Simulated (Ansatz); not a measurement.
Two shapes of singlet C₆H₆.

Shape 1:

```xyz
12

C     1.3986    0.0093    0.0002
C     0.7030    1.2131    0.0066
C    -0.6987    1.2178    0.0020
C    -1.3908   -0.0086   -0.0029
C    -0.6955   -1.1984   -0.0015
C     0.7054   -1.2136   -0.0025
H     2.4974    0.0031   -0.0008
H     1.2412    2.1468    0.0056
H    -1.2478    2.1631   -0.0038
H    -2.4971    0.0006    0.0039
H    -1.2433   -2.1583    0.0093
H     1.2390   -2.1540   -0.0086
```

Shape 2:

```xyz
12

C     1.3493    0.0200   -0.0564
C     0.7316    1.2122   -0.0044
C    -0.7507    1.1623   -0.0334
C    -1.3799   -0.0470    0.0069
C    -0.7037   -1.2129   -0.0288
C     0.7507   -1.1588    0.0028
H     2.5020    0.0201   -0.0633
H     1.2711    2.1612   -0.0151
H    -1.2694    2.1672    0.0467
H    -2.4184    0.0024    0.0239
H    -1.2456   -2.1746    0.0498
H     1.2313   -2.1944   -0.0071
```

Basis set: STO-3G (spherical functions). Left uncorrelated: 6 orbitals. Charge 0, multiplicity 1.

Computed with Ansatz (development build ahead of 0.2.0); each method stands on the lowest determinant of its kind that the runs found.

(1) Which shape is lower in energy, and by how much in each method?

## Answers

(1)

| method | E(2) − E(1) (eV) |
| --- | --- |
| RHF | 1.052 |
| RHF-MP2 | 1.024 |

Shape 1 is lower. Caution: no unrestricted run beside it, a lower state can exist.
